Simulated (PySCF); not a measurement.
Dipole moment and polarisability of ammonia

Compound: ammonia, NH₃.
Geometry (GFN2-xTB, Å), atoms numbered from 1 in this order:
```
atom  x, y, z in Å
N1     0.0056    0.0027    0.2693
H2     0.9245   -0.1961   -0.1068
H3    -0.6303   -0.7005   -0.0865
H4    -0.2895    0.8987   -0.0989
```

Level: CAM-B3LYP/def2-SVPD (PySCF), static field, nuclei fixed, core orbitals frozen in the response. The polarisability tensor in these axes (au):

```
x   13.18  0.00  0.01
y    0.00 13.18  0.00
z    0.01  0.00 13.61
```

Task: Give the principal values, the mean and the anisotropy Δα = √{½[(α1 − α2)² + (α2 − α3)² + (α1 − α3)²]}.

Result: Principal values 13.18, 13.18 and 13.61 au; mean 13.32 au = 1.97 Å³ = 2.20 × 10⁻⁴⁰ C²·m²/J; Δα = 0.43 au (3 % of the mean).

Task: What is the dipole moment, and where does it point?

Result: (-0.02, -0.01, -1.55) D, 1.55 D in size, pointing from the negative to the positive side. Measured along this direction, the outermost atoms are N1 at the negative end and H2, H4 and H3 at the positive end.

Task: How large is μ²/3kT at 400 K beside α?

Result: In Gaussian units μ²/3kT = 14.49 Å³ against 1.97 Å³, a ratio of 7.34; the Debye molar polarisation (4π/3)N_A(α + μ²/3kT) is 41.5 cm³/mol, leaving out the vibrational part.

Task: Form Σ f/ω² (atomic units) for the 8 lowest TDDFT singlets, given as eV and f, and set it beside the mean polarisability, which is this sum over all singlets: 6.92, 0.0776; 9.08, 0.0151; 9.08, 0.0151; 10.64, 0.0006; 10.64, 0.0006; 11.59, 0.0233; 12.21, 0.0465; 12.21, 0.0456.

Result: They add up to 2.07 au, 15.5 % of the 13.32 au; the largest single term is 1.20 au, from the state at 6.92 eV. Terms in order: 1.20, 0.14, 0.14, 0.00, 0.00, 0.13, 0.23, 0.23 au. Higher excitations give the rest. The strengths listed sum to 0.225.

Task: Traceless (Buckingham) quadrupole moment about the centre of nuclear charge: eigenvalues?

Result: -2.93, 1.46, 1.47 D·Å. The values depend on the origin, since the dipole doesn't vanish. The electronic extent ⟨r²⟩ about the same centre is 27 bohr², a root-mean-square distance of 0.87 Å for the 10 electrons.

Isolated species at its GFN2-xTB geometry, gas phase.

These values come from a run that also computed excited states. The run took 1.0 s wall on an x86-64 server with one thread, on a shared host.
